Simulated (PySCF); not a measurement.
Species: [S3]- (charge -1 and doublet state).
Z-matrix (Å and degrees, PBE0-D3(BJ)/def2-SVP geometry), rows numbered from 1:
```
S 
S   1  2.0086
S   2  2.0088  1  116.20
```

Theory: PBE0-D3(BJ)/def2-SVP geometry optimisation, gas phase (PySCF).

Take the most abundant isotopes and a rigid rotor. 

Problem. What are A, B and C (GHz)?

Solution. Ia = 24.01, Ib = 185.97, Ic = 209.98 u·Å²; 505379 MHz·u·Å²/I gives 21045, 2718 and 2407 MHz, that is A = 21.045, B = 2.7176, C = 2.4068 GHz.

Problem. Classify the top.

Solution. A near-prolate asymmetric top. Ray's parameter κ = (2B − A − C)/(A − C) = -0.967; −1 is the prolate and +1 the oblate limit.

Problem. Give the coordinates in the principal-axis frame, origin at the centre of mass.

Solution. The sense of each axis is arbitrary; atoms in the order of the calculation.
```tsv
atom	mass (u)	a (Å)	b (Å)	c (Å)
S1	31.972	1.705	0.354	0.000
S2	31.972	0.000	-0.708	0.000
S3	31.972	-1.705	0.354	0.000
```

The dipole components (about the centre of mass, as the species is charged) are |μa| = 0.00 D, |μb| = 1.16 D, |μc| = 0.00 D. The nuclei that the symmetry axis exchanges have no spin, so part of the rotational levels is missing.

Problem. Estimate the classical rotational partition function at 50 K, 298.15 K and 500 K.

Solution. Point group C2v, symmetry number σ = 2; q = (√π/σ)·√((kT/h)³/(ABC)), k/h = 20836.6 MHz/K: 2540 at 50 K, 37000 at 298.15 K, 80300 at 500 K.

For this open shell read J as N, the rotation without spin; fine and hyperfine splittings come on top. Whether it is a minimum is left open (no frequencies). ⟨S²⟩ = 0.752 (exact for a doublet: 0.75). Whether the extra electron is bound in the gas phase wasn't checked; a finite basis holds it in any case. The geometry's basis has no diffuse functions, a weakness for an anion. Zero-point vibration and centrifugal distortion are left out.
